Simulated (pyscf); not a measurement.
This saddle point was located with ωB97X-D3(BJ)/def2-SVP in PySCF.

```
Zn
H 1 1.5332
H 1 1.6819 2 156.11
H 3 1.1477 1 80.72 2 179.96
Cl 4 1.5033 3 156.92 1 0.05
```

Surface: singlet, charge 0. Lowest wavenumbers (cm⁻¹): 944i, 273, 459, 555, 990.

Task: Which two sides does it connect, and which bonds change?

Result: ZnH₂ + HCl <-> Cl–ZnH + H₂, a four-centre exchange read from left to right: H–Zn, Cl–H broken and Cl–Zn, H–H formed. At ωB97M-D3(BJ)/def2-TZVP it lies +7.2 kcal/mol from the left side and +36.4 kcal/mol from the right (each side as separated species at their lowest minima found). On the reactant side the descent ends in a complex, 4.1 kcal/mol under the separated species and 9.1 kcal/mol under the saddle at ωB97X-D3(BJ)/def2-TZVP. At ωB97X-D3(BJ)/def2-TZVP the barrier from the zero used here is 5.0 kcal/mol. One saddle was located; it need not be the lowest between these sides. Elements up to Kr have no core potential and no relativistic terms here.
